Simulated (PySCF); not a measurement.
Molecule: `n1n(C)ccn1`, C₃H₅N₃.

Atom-mapped SMILES (the numbers label the heavy atoms): `[CH3:1][n:2]1[cH:3][cH:4][n:5][n:6]1` (H(Xn): hydrogen on atom n).

Geometry PBE0-D3(BJ)/def2-SVP throughout; GIAO in PySCF, gas phase, one conformer, non-relativistic; equivalent atoms averaged; basis pcSseg-2.

Task: How do the absolute shieldings σ depend on the functional? (ppm; last column core-seconds on 1 thread of an Intel Xeon Platinum 8259CL, shared host; the GGAs took longer than the global hybrids here, which isn't the general rule, and the cause wasn't traced)

Result: 
```csv
functional,kind,C4,C3,C1,N6,N5,N2,H(C4),H(C3),H(C1),core-s
KT2,GGA,50.2,63.4,145.9,-120.9,-105.1,12.0,23.55,23.84,27.14,67
KT3,GGA,50.3,63.3,144.6,-119.2,-104.2,13.0,23.73,24.04,27.33,62
B97-D,GGA,41.9,55.8,141.6,-132.3,-118.7,3.8,23.76,24.10,27.36,65
B3LYP,global hybrid,36.2,49.5,142.0,-158.2,-142.6,-6.6,23.67,23.98,27.34,41
PBE0,global hybrid,41.4,54.2,147.0,-150.2,-135.0,0.5,23.46,23.78,27.22,44
mPW1PW91,global hybrid,40.5,53.2,146.3,-152.5,-137.3,-0.9,23.52,23.84,27.28,40
```

Task: Which nucleus moves most, in ppm?

Result: N6 (pyridine-type nitrogen of an azole): from -158.2 ppm with B3LYP to -119.2 ppm with KT3. The smallest spread is 0.22 ppm, at H(C1). Proton shifts span only some 12 ppm, so a few tenths of a ppm matter as much there as several ppm in carbon.
